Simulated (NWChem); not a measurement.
# hydrogen fluoride (HF); SMILES F

Results from NWChem. The level has its own optimisation; frequencies are unscaled.

Task: Predict the results for BP86/def2-TZVP. Quantities: r F–H (Å); highest harmonic frequency (cm⁻¹); zero-point energy (kcal/mol); dipole (D).

Result: 
| Quantity | Value |
|---|---|
| r F–H (Å) | 0.933 |
| highest harmonic frequency (cm⁻¹) | 3960 |
| zero-point energy (kcal/mol) | 5.7 |
| dipole (D) | 1.90 |
